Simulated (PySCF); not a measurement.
Bonding in `FC(F)(F)C[S-]`

C2H2F3S (charge -1).
SMILES with atom numbers: `[F:1][C:2]([F:3])([F:4])[CH2:5][S-:6]` (hydrogens: H7, H8 on C5)

Geometry (PBE0-D3(BJ)/def2-SVP, Å), atoms numbered from 1 in this order:
```xyz
8
C2H2F3S angstrom
F      0.393    1.026   -1.355
C     -0.188    0.016   -0.692
F     -1.511    0.154   -0.858
F      0.143   -1.111   -1.399
C      0.240   -0.093    0.745
S     -0.164    1.329    1.773
H      1.329   -0.307    0.681
H     -0.221   -1.044    1.088
```

Bond orders from the PBE0/pcSseg-1 density (PySCF). Isolated species at its PBE0-D3(BJ)/def2-SVP geometry, gas phase. The pcSseg-1 basis has no diffuse functions, a weakness for an anion. The HOMO energy is positive at this level (+0.20 eV), so the outermost electrons may be held by the finite basis alone.

**Question.** How far do the computed orders between heavy atoms stray from the drawn ones?

**Answer.** The largest departure is 0.120, at C5–S6 (drawn single, 1.120).

**Question.** Give the Mayer order of every bond, beside its length.

**Answer.** 
```
 bond  drawn as  length (Å)  Mayer order
F1–C2    single       1.341        1.004
C2–F3    single       1.341        1.004
C2–F4    single       1.371        0.930
C2–C5    single       1.504        0.977
C5–S6    single       1.800        1.120
C5–H7    single       1.112        0.923
C5–H8    single       1.111        0.923
```

By pair of heavy elements: C–F: lowest C2–F4 (0.930, 1.371 Å), highest F1–C2 and C2–F3 (1.004, 1.341 Å). Bonds named together lie within 0.004.

**Question.** Sum the orders of all bonds at each heavy atom with more than one neighbour and set the sums beside the valence in the SMILES.

**Answer.** C2 3.915 (drawn 4), C5 3.943 (drawn 4). Orders between atoms that aren't bonded are not in these sums.

The Mayer order sums products of elements of PS (density times overlap matrix) between the two atoms' basis functions, so it depends on the basis set.

The run behind these numbers computed NMR shieldings as well. On one thread of an Arm Neoverse V1, no GPU (shared host), this took 7.9 s of wall time.
